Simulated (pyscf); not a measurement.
Thermochemistry of product channels of HB=O + H atom (H•) on the doublet surface, in kcal/mol, from CCSD(T)/def2-TZVPP + ΔMP2(QZVPP) energies (ideal gas, 1 atm, RRHO with modes under 100 cm⁻¹ raised to 100, one conformer, R ln 2 for rigid chiral ones). Single points on ωB97X-D3(BJ)/def2-SVP structures (PySCF, gas phase). Correlated levels are frozen-core, on RHF or UHF. ΔMP2 is the change of the MP2 total energy from the triple- to the quadruple-zeta basis.

```tsv
products	ΔE	ΔH(298 K)	ΔG(900 K)	ΔG(1200 K)
BH₂• + O atom (O) [triplet]	?	+138.6	+132.5	+130.7
[HB–OH]•	?	-8.2	+11.3	+18.4
H₂B–O•	-14.6	-12.0	+8.1	?
```

### Question
Complete the blanks.

### Answer

- BH₂• + O atom (O) [triplet], ΔE: +138.4
- [HB–OH]•, ΔE: -12.9
- H₂B–O•, ΔG(1200 K): +15.2

The channel to [HB–OH]• turns unfavourable between 298 and 1200 K (ΔG from -2.1 kcal/mol to +18.4 kcal/mol). The channel to H₂B–O• turns unfavourable between 298 and 1200 K (ΔG from -5.7 kcal/mol to +15.2 kcal/mol).

These are energies of the channels, which say nothing of barriers. The CCSD(T) − MP2 part came from Ansatz, without density fitting, on the same reference. Left out: orbital degeneracy and the spin-orbit lowering of O.
